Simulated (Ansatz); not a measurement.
# C₆H₁₄O: a ladder of functionals and wavefunction methods

How much do the methods differ for C₆H₁₄O? The plan is to run it at one geometry with functionals of several rungs and with coupled cluster. The yardstick is the atomisation energy at the CCSD(T) limit.

Method: functionals in def2-TZVPP, the program's frozen cores in correlated methods; program: Ansatz 0.2.0, Gaussian basis.

Levels to be run: LDA (SPW92), PBE-D4, revPBE-D4, BLYP-D4, r2SCAN-D4, B97M-V, PBE0-D4, B3LYP-D4, r2SCANh-D4, r2SCAN0-D4, HSE06-D4, BHLYP-D4, CAM-B3LYP-D4, LC-ωPBE, ωB97X-V, ωB97M-V, B2PLYP, PBE-QIDH; CCSD(T)/def2-SVP; CCSD(T)/def2-TZVPP; MP2/def2-QZVPP; extrapolation to the limit; RPA on PBE.

1 further run of the same task is left out (it didn't finish). Runs told in other sessions of the task aren't counted.

**1. The relaxed structure**

An earlier PBE0-D4 in a triple-zeta def2 set relaxation fixed the geometry.

21 atoms, charge 0, spin multiplicity 1.

Atoms are counted from 1 here; the program's logs count them from 0.

Bond lengths: C1–C2 1.518 Å, C1–H8 1.093 Å, C1–H9 1.092 Å, C1–H10 1.093 Å, C2–C3 1.527 Å, C2–H11 1.093 Å, C2–H12 1.094 Å, C3–C4 1.522 Å, C3–O5 1.428 Å, C3–C6 1.532 Å, C4–H13 1.092 Å, C4–H14 1.092 Å, C4–H15 1.095 Å, O5–H16 0.962 Å, C6–C7 1.518 Å, C6–H17 1.098 Å, C6–H18 1.095 Å, C7–H19 1.092 Å and more. Angles: C2–C1–H8 111.9°, C2–C1–H9 110.4°, C2–C1–H10 112.1°, H8–C1–H9 107.3°, H8–C1–H10 107.7°, H9–C1–H10 107.2°, C1–C2–C3 115.5°, C1–C2–H11 110.0°, C1–C2–H12 110.1°, C3–C2–H11 107.6°, C3–C2–H12 107.1°, H11–C2–H12 106.0°, C2–C3–C4 111.3°, C2–C3–O5 104.0°, C2–C3–C6 112.8°, C4–C3–O5 109.2°, C4–C3–C6 109.7°, O5–C3–C6 109.7° and more.

**2. LDA**

This LDA is Slater exchange with PW92 correlation.

Input file in.yaml:

```yaml
crystal:
  periodic: [false, false, false]
  atoms:
    - {symbol: C, position_ang: [1.113709, -1.519532, -0.903225]}
    - {symbol: C, position_ang: [0.999239, -0.006564, -0.859889]}
    - {symbol: C, position_ang: [-0.317143, 0.538502, -0.311470]}
    - {symbol: C, position_ang: [-1.481780, 0.202369, -1.231759]}
    - {symbol: O, position_ang: [-0.124501, 1.952986, -0.296747]}
    - {symbol: C, position_ang: [-0.620251, 0.043651, 1.106586]}
    - {symbol: C, position_ang: [0.472467, 0.317944, 2.123575]}
    - {symbol: H, position_ang: [1.048787, -1.962471, 0.093677]}
    - {symbol: H, position_ang: [2.074828, -1.816431, -1.328188]}
    - {symbol: H, position_ang: [0.333458, -1.972585, -1.519461]}
    - {symbol: H, position_ang: [1.808613, 0.412471, -0.255977]}
    - {symbol: H, position_ang: [1.126773, 0.409294, -1.864008]}
    - {symbol: H, position_ang: [-1.292438, 0.585616, -2.236663]}
    - {symbol: H, position_ang: [-1.651714, -0.874430, -1.294098]}
    - {symbol: H, position_ang: [-2.405381, 0.656981, -0.859016]}
    - {symbol: H, position_ang: [-0.952235, 2.362157, -0.028322]}
    - {symbol: H, position_ang: [-1.550720, 0.529019, 1.428194]}
    - {symbol: H, position_ang: [-0.845116, -1.027213, 1.070920]}
    - {symbol: H, position_ang: [0.758681, 1.371390, 2.108930]}
    - {symbol: H, position_ang: [1.369085, -0.273592, 1.924362]}
    - {symbol: H, position_ang: [0.135625, 0.070428, 3.132580]}
basis:
  gaussian: {orbitals: def2-TZVPP}
hamiltonian: {xc: lda}
output: {orbitals: {seedname: orbitals}}
```

Started as:

```sh
ansatz run in.yaml --threads 2 --pin off --events-out ev --progress --plain --max-ram 22528MiB --backend cuda --devices 0, --max-vram 18GiB
```

After this run come: PBE-D4 (GGA); revPBE-D4 (GGA); BLYP-D4 (GGA); r2SCAN-D4 (meta-GGA); B97M-V (meta-GGA); PBE0-D4 (hybrid); B3LYP-D4 (hybrid); r2SCANh-D4 (hybrid); r2SCAN0-D4 (hybrid); HSE06-D4 (hybrid); BHLYP-D4 (hybrid); CAM-B3LYP-D4 (range-separated); LC-ωPBE (range-separated); ωB97X-V (range-separated); ωB97M-V (range-separated); B2PLYP (double hybrid); PBE-QIDH (double hybrid); CCSD(T) in def2-SVP; CCSD(T) in def2-TZVPP; MP2 in def2-QZVPP; RPA on PBE orbitals.

**Question.** What will the summary of the whole plan be? Wanted: atomisation energy, CCSD(T)/CBS; farthest beyond LDA; mean size of error, GGA; mean size of error, meta-GGA; mean size of error, hybrid; mean size of error, range-separated; mean size of error, double hybrid; gap, smallest and largest; T1 diagnostic.

The runs gave:

| quantity | value |
| --- | --- |
| atomisation energy, CCSD(T)/CBS | 1995.0 kcal/mol |
| functionals within 10.0 kcal/mol (0.5 %) | revPBE-D4, r2SCAN-D4, B97M-V, PBE0-D4, B3LYP-D4, r2SCANh-D4, CAM-B3LYP-D4, LC-ωPBE, ωB97X-V, ωB97M-V, PBE-QIDH |
| farthest beyond LDA | BHLYP-D4 (-48.2 kcal/mol) |
| mean size of error, GGA | 18.3 kcal/mol |
| mean size of error, meta-GGA | 1.4 kcal/mol |
| mean size of error, hybrid | 15.5 kcal/mol |
| mean size of error, range-separated | 4.3 kcal/mol |
| mean size of error, double hybrid | 13.5 kcal/mol |
| gap, smallest and largest | 6.10 eV (BLYP-D4), 13.47 eV (LC-ωPBE) |
| T1 diagnostic | 0.0094 |
| triples share of the correlation energy | 3.8 % |

What this shows: The LDA atomisation energy is off by 272.8 kcal/mol (14 %): it overbinds. PBE-D4 is off by +34.0 kcal/mol. Double hybrids carry the basis error of their MP2 part in triple zeta, and no dispersion term here, so their miss is partly the set-up's. The rungs meta-GGA, range-separated miss on average by less than the doubt on the reference (10.0 kcal/mol), so they tie. The reference freezes the cores and leaves out relativity and excitations past (T), so misses under about 10.0 kcal/mol can't be ranked. Hartree-Fock recovers 75 % of the binding; the rest is correlation. CCSD(T) in def2-SVP is off by -75.7 kcal/mol, worse than the median functional, from the basis alone. The gap grows from 6.1 to 13.5 eV across the functionals, mostly with the share of exact exchange.
